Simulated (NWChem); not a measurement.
System: hydrogen isocyanide (CHN); SMILES [C-]#[NH+]

Here is an NWChem input.

```
start job
memory heap 200 mb stack 900 mb global 1100 mb
geometry units angstroms
  C      0.000000     0.000000     0.736414
  N      0.000000     0.000000    -0.427035
  H      0.000000     0.000000    -1.424164
end
basis spherical
  C library 6-31+g*
  N library 6-31+g*
  H library 6-31+g*
end
dft
  xc hfexch
  iterations 150
end
driver
  maxiter 120
end
task dft optimize
task dft freq
```

NWChem printed, in part:

```
             Northwest Computational Chemistry Package (NWChem) 7.3.0
             --------------------------------------------------------

 ORDER OF PRIMARY AXIS IS BEING SET TO 4
 C4V symmetry detected

 AUTOZ failed to generate good internal coordinates.
 Cartesian coordinates will be used in optimizations.

                             Geometry "geometry" -> ""
                             -------------------------

 Output coordinates in angstroms (scale by  1.889725989 to convert to a.u.)

  No.       Tag          Charge          X              Y              Z
 ---- ---------------- ---------- -------------- -------------- --------------
    1 C                    6.0000     0.00000000     0.00000000     0.73605150
    2 N                    7.0000     0.00000000     0.00000000    -0.42739750
    3 H                    1.0000     0.00000000     0.00000000    -1.42452650

 Effective nuclear repulsion energy (a.u.)      24.2875170260

      Symmetry information
      --------------------

 Group name             C4v
 Group number             18
 Group order               8
 No. of unique centers     3

  xc_inp: hfexch multiplicative factor not found.

                           NWChem Geometry Optimization
                           ----------------------------

 maximum gradient threshold         (gmax) =   0.000450
 rms gradient threshold             (grms) =   0.000300
 maximum cartesian step threshold   (xmax) =   0.001800
 rms cartesian step threshold       (xrms) =   0.001200
 fixed trust radius                (trust) =   0.300000
 source of zmatrix                         =

          -------------------
          Energy Minimization
          -------------------

 Using diagonal initial Hessian

          --------
          Step   0

                                 NWChem DFT Module
                                 -----------------

 Summary of "ao basis" -> "ao basis" (spherical)
 ------------------------------------------------------------------------------
       Tag                 Description            Shells   Functions and Types
 ---------------- ------------------------------  ------  ---------------------
 C                          6-31+g*                  8       18   4s3p1d
 N                          6-31+g*                  8       18   4s3p1d
 H                          6-31+g*                  2        2   2s

      Symmetry analysis of basis
      --------------------------

        a1         18
        a2          0
        b1          2
        b2          2
        e          16

            General Information
            -------------------
          SCF calculation type: DFT
          Wavefunction type:  closed shell.
          No. of atoms     :     3
          No. of electrons :    14
           Alpha electrons :     7
            Beta electrons :     7
          Charge           :     0
          Spin multiplicity:     1
          Use of symmetry is: on ; symmetry adaption is: on
          Maximum number of iterations: 150
          AO basis - number of functions:    38
                     number of shells:    18
          Convergence on energy requested:  1.00D-06
          Convergence on density requested:  1.00D-05
          Convergence on gradient requested:  5.00D-04

              XC Information
              --------------
                     Hartree-Fock (Exact) Exchange  1.000

      Superposition of Atomic Density Guess
      -------------------------------------

 Sum of atomic energies:         -92.45736625

      Non-variational initial energy
      ------------------------------

 Total energy =     -93.130102
 1-e energy   =    -171.971485
 2-e energy   =      54.553866
 HOMO         =      -0.386025
 LUMO         =       0.035632

      Symmetry analysis of molecular orbitals - initial
      -------------------------------------------------

 !! scf_movecs_sym_adapt:    4 vectors were symmetry contaminated

  Symmetry fudging

 !! scf_movecs_sym_adapt:    4 vectors were symmetry contaminated

  Numbering of irreducible representations:

     1 a1          2 a2          3 b1          4 b2          5 e

  Orbital symmetries:

     1 a1          2 a1          3 a1          4 a1          5 e
     6 e           7 a1          8 e           9 e          10 a1
    11 a1         12 e          13 e          14 a1         15 e
    16 e          17 a1

 !! scf_movecs_sym_adapt:    4 vectors were symmetry contaminated

  Symmetry fudging

 !! scf_movecs_sym_adapt:    4 vectors were symmetry contaminated

   convergence    iter        energy       DeltaE   RMS-Dens  Diis-err
 ---------------- ----- ----------------- --------- --------- ---------
 d= 0,ls=0.0,diis     1    -92.8427724091 -1.17D+02  7.65D-03  1.08D-01

 !! scf_movecs_sym_adapt:    4 vectors were symmetry contaminated

  Symmetry fudging

 !! scf_movecs_sym_adapt:    4 vectors were symmetry contaminated

 d= 0,ls=0.0,diis     2    -92.8584052101 -1.56D-02  2.49D-03  8.81D-03

 !! scf_movecs_sym_adapt:    4 vectors were symmetry contaminated

  Symmetry fudging

 !! scf_movecs_sym_adapt:    2 vectors were symmetry contaminated

 d= 0,ls=0.0,diis     3    -92.8596659069 -1.26D-03  1.22D-03  3.36D-03

[...]

      ----------------------
      Optimization converged
      ----------------------

  Step       Energy      Delta E   Gmax     Grms     Xrms     Xmax
  ---- ---------------- -------- -------- -------- -------- --------
@    3     -92.86041271 -4.8D-08  0.00001  0.00001  0.00001  0.00003
                                     ok       ok       ok       ok

                         Geometry "geometry" -> "geometry"
                         ---------------------------------

 Output coordinates in angstroms (scale by  1.889725989 to convert to a.u.)

  No.       Tag          Charge          X              Y              Z
 ---- ---------------- ---------- -------------- -------------- --------------
    1 C                    6.0000     0.00000000     0.00000000     0.72600008
    2 N                    7.0000     0.00000000     0.00000000    -0.42772653
    3 H                    1.0000     0.00000000     0.00000000    -1.41414605

 Effective nuclear repulsion energy (a.u.)      24.5028597153

      Symmetry information
      --------------------

 Group name             C4v
 Group number             18
 Group order               8
 No. of unique centers     3

 ==============================================================================
                                internuclear distances
 ------------------------------------------------------------------------------
       center one      |      center two      | atomic units |  angstroms
 ------------------------------------------------------------------------------
    2 N                |   1 C                |     2.18023  |     1.15373
    3 H                |   2 N                |     1.86406  |     0.98642
 ------------------------------------------------------------------------------
                         number of included internuclear distances:          2
 ==============================================================================

[second-derivative integrals and response iterations left out]

  Vibrational analysis via the FX method

  See chapter 2 in "Molecular Vibrations" by Wilson, Decius and Cross

  Vib: Default input used

 ---------------------------- Atom information ----------------------------
     atom    #        X              Y              Z            mass
 --------------------------------------------------------------------------
    C        1  0.0000000D+00  0.0000000D+00  1.3719412D+00  1.2000000D+01
    N        2  0.0000000D+00  0.0000000D+00 -8.0828593D-01  1.4003070D+01
    H        3  0.0000000D+00  0.0000000D+00 -2.6723485D+00  1.0078250D+00
 --------------------------------------------------------------------------

[unprojected Hessian and modes left out]

[...]

 Rotational Constants
 --------------------
 A=   0.000000 cm-1  (  0.000000 K)
 B=   1.555156 cm-1  (  2.237472 K)
 C=   1.555156 cm-1  (  2.237472 K)

 Temperature                      =   298.15K
 frequency scaling parameter      =   1.0000

 Linear Molecule

 Zero-Point correction to Energy  =   10.639 kcal/mol  (  0.016954 au)
 Thermal correction to Energy     =   12.365 kcal/mol  (  0.019705 au)
 Thermal correction to Enthalpy   =   12.957 kcal/mol  (  0.020649 au)

 Total Entropy                    =   48.634 cal/mol-K
   - Translational                =   35.800 cal/mol-K (mol. weight =  27.0109)
   - Rotational                   =   11.704 cal/mol-K (symmetry #  =        1)
   - Vibrational                  =    1.130 cal/mol-K

 Cv (constant volume heat capacity) =    7.291 cal/mol-K
   - Translational                  =    2.979 cal/mol-K
   - Rotational                     =    1.986 cal/mol-K
   - Vibrational                    =    2.326 cal/mol-K

[normal modes left out]

 ----------------------------------------------------------------------------
 Normal Eigenvalue ||           Projected Infra Red Intensities
  Mode   [cm**-1]  || [atomic units] [(debye/angs)**2] [(KM/mol)] [arbitrary]
 ------ ---------- || -------------- ----------------- ---------- -----------
    1       -0.000 ||    0.000000           0.000         0.000       0.000
    2       -0.000 ||    0.021978           0.507        21.425       2.058
    3        0.000 ||    0.012396           0.286        12.084       1.161
    4        0.000 ||    0.012396           0.286        12.084       1.161
    5        0.000 ||    0.021978           0.507        21.425       2.058
    6      540.103 ||    0.205289           4.736       200.126      19.226
    7      540.103 ||    0.205289           4.736       200.126      19.226
    8     2296.447 ||    0.105395           2.432       102.745       9.870
    9     4068.677 ||    0.376292           8.681       366.828      35.240
 ----------------------------------------------------------------------------
```

Level: Hartree-Fock/6-31+G* (spherical d).
